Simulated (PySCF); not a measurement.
All values below come from ωB97X-D3(BJ)/def2-TZVP // B3LYP-D3(BJ)/def2-TZVP in PySCF 2.14.0. All species are isolated molecules in the gas phase. Delta-SCF ions had no search for a lower state. Excitations are Tamm–Dancoff values on a coarser integration grid. The basis has no diffuse functions, so Rydberg states are missing or too high.

Reference species (SMILES): `C#C` (neutral, multiplicity 1).

```yaml
HOMO: -10.96 eV
S1 oscillator strength: 0.000
vertical ionisation energy (Delta-SCF): 11.39 eV
S1 excitation (TDA): 6.78 eV
```

Changed species: `C#CN` (X = amino; the reference has X = H).

Task: Give the shifts of the HOMO, S1 oscillator strength, vertical ionisation energy (Delta-SCF) and S1 excitation (TDA).

Result: the HOMO rises by 2.02 eV, to -8.94 eV; the S1 oscillator strength hardly moves; the vertical ionisation energy (Delta-SCF) falls by 2.25 eV, to 9.14 eV; the S1 excitation (TDA) falls by 0.97 eV, to 5.81 eV.
